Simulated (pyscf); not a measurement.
## Four-centre exchange: AsH₃ (SMILES [AsH3]) + BH₃ (SMILES B) → AsH₃ (SMILES [AsH3]) + BH₃ (SMILES B)

Gas phase, singlet surface, charge 0. Bonds broken: As1–H6, H2–B5. Bonds formed: As1–H2, B5–H6. Structures and frequencies: ωB97X-D3(BJ)/def2-SVP in PySCF. MP2 and CC: frozen core, UHF for open shells. ΔMP2 is the change of the MP2 total energy from the triple- to the quadruple-zeta basis.

Transition state (Å):

```xyz
8

As    -1.7843    -0.4338     0.7565
H     -0.1132    -0.6421    -0.1741
H     -1.7018    -1.9097     0.3824
H     -3.0960    -0.2915    -0.0079
B     -0.3433     0.4450    -0.7477
H     -1.4757     0.9395    -0.5559
H      0.4320     1.2317    -0.2562
H     -0.3593     0.1480    -1.9217
```

One imaginary mode, 576i cm⁻¹; descent along it reached the two sides named, in the forms told below.

```csv
bond,change,reactant side (Å),saddle,product side
As1–H6,breaks,1.609,1.924,2.7
H2–B5,breaks,1.211,1.251,1.433
As1–H2,forms,2.7,1.924,1.609
B5–H6,forms,1.433,1.251,1.211
```

Electronic energies relative to the separated reactants (kcal/mol):

```
level                             barrier  reaction energy  reverse barrier
--------------------------------  -------  ---------------  ---------------
ωB97X-D3(BJ)/def2-TZVP                5.4              0.0              5.4
PBE/def2-TZVP                        -2.7              0.0             -2.7
r²SCAN/def2-TZVP                      1.0              0.0              1.0
B3LYP-D3(BJ)/def2-TZVP                6.1              0.0              6.1
PBE0-D3(BJ)/def2-TZVP                 0.0              0.0              0.0
M06-2X/def2-TZVP                      5.3              0.0              5.3
ωB97M-D3(BJ)/def2-TZVP                6.1              0.0              6.1
HF/def2-TZVP                         29.6              0.0             29.6
MP2/def2-QZVPP                        7.7              0.0              7.7
CCSD/def2-TZVPP                      11.3              0.0             11.3
CCSD(T)/def2-TZVPP                    8.3              0.0              8.3
CCSD(T)/def2-TZVPP + ΔMP2(QZVPP)      8.5              0.0              8.5
```

With CCSD(T)/def2-TZVPP + ΔMP2(QZVPP) energies and thermal terms (ideal gas, 1 atm, RRHO with modes under 100 cm⁻¹ raised to 100, one conformer, R ln 2 for rigid chiral ones), in kcal/mol:

```csv
T (K),ΔH‡,ΔG‡,ΔH,ΔG
298,10.4,19.8,0.0,0.0
600,10.2,29.4,0.0,0.0
900,10.6,39.0,0.0,0.0
1200,11.0,48.4,0.0,0.0
```

On the reactant side the descent ends in an adduct with a As–B, B–H contact, 5.2 kcal/mol under the separated species and 10.6 kcal/mol under the saddle at ωB97X-D3(BJ)/def2-TZVP. On the product side the descent ends in an adduct with a As–B, B–H contact, 5.2 kcal/mol under the separated species and 10.6 kcal/mol under the saddle at ωB97X-D3(BJ)/def2-TZVP. At PBE the saddle lies under the separated reactants, which points to a path from their complex (located at ωB97X-D3(BJ) alone). At PBE the saddle lies under the separated products, which points to a path from their complex (located at ωB97X-D3(BJ) alone). What is counted as formed (B–H) is already present as a longer contact in the reactant adduct; forming that adduct is a step of its own. What is counted as broken (B–H) persists as a longer contact in the product adduct; parting that adduct is a step of its own. This is the saddle that the search found; another between the same sides may lie lower. The CCSD(T) − MP2 part came from Ansatz, without density fitting, on the same reference. The frozen core leaves the outer d or s,p core shells of the metals and heavy elements correlated in the MP2 and CC values, and def2-TZVPP describes them poorly, which can shift differences by a few kcal/mol. Elements up to Kr have no core potential and no relativistic terms here.
